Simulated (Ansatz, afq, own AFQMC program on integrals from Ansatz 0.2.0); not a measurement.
AFQMC on a folder of integrals that Ansatz 0.2.0 wrote.

```yaml
crystal:
  periodic: [false, false, false]
  atoms:
    - {symbol: N, position_ang: [0.000000, 0.000000, 0.000000]}
basis:
  gaussian: {orbitals: cc-pVDZ}
magnetization: {spin_polarized: true, initial_magnetization: 3}
correlation: {method: ccsd_t, electrons: outside_noble_gas, hamiltonian_folder: ham}
```

```sh
$ ansatz run in.yaml --threads 1 --pin off --events-out ev --progress --plain --max-ram 15360MiB --backend cuda --devices 0, --max-vram 18GiB
```

afq runs on the folder ham with

```
--method free --trial cisd --walkers 4000 --time-step 0.03 --max-blocks 4000 --target-error 0.00017 --factor-cut 1e-05 --seed 5896 --times 0,0.3,0.6,1.2,1.8,2.4,3.6,4.8,6 --taylor-order 8
```

Times are imaginary, in 1/Eh. The walk had a cap of 61 s.

Output of the walk:

```
orbitals 13  electrons 4 1  factors 69 of 71
reference energy -54.39111447 Eh
CCSD correlation -0.08675945 Eh in 8 cycles, weight of the determinant in the CISD state 0.9707
repeat  energy at the last time / Eh  error
    10  -54.478688  0.000015
    20  -54.478681  0.000008
    30  -54.478683  0.000007
time / (1/Eh)  energy / Eh  error  mean overlap
  0.00  -54.477882  0.000002  1.0302
  0.30  -54.478502  0.000004  1.0288
  0.60  -54.478639  0.000005  1.0280
  1.20  -54.478681  0.000004  1.0275
  1.80  -54.478672  0.000005  1.0284
  2.40  -54.478693  0.000007  1.0266
  3.60  -54.478687  0.000009  1.0265
  4.80  -54.478685  0.000008  1.0282
  6.00  -54.478686  0.000007  1.0251
energy -54.478686 +/- 0.000007 Eh
```

The run passed its tests (error under three times the target), which doesn't prove that it has relaxed.

Against this walk (error 0.2 meV) on the same determinant: CCSD(T) 5.0 meV higher, CCSDT(Q) 0.6 meV higher, CCSDTQ 0.4 meV higher (within the noise), full CI 0.4 meV higher (within the noise). The error is statistical, and a free projection of finite length keeps a remainder of its start.

Cautions: remainder of the start not in the error.

The walk took 16 s on 1 × NVIDIA H100 80GB HBM3 with 2 threads of AMD EPYC 7R13 Processor (Zen 3), on a shared host (the card was shared). The log's last line is the free-projection energy.

CCSDT and higher add their correlation energy to the determinant of the CCSD(T) run, since their own runs factorise the integrals more tightly (a shift of under 2 meV). A walk keeps the symmetry of its determinant, which the program's search chose and which needn't be the lowest solution, so a lower state of the same spin and another symmetry isn't excluded.
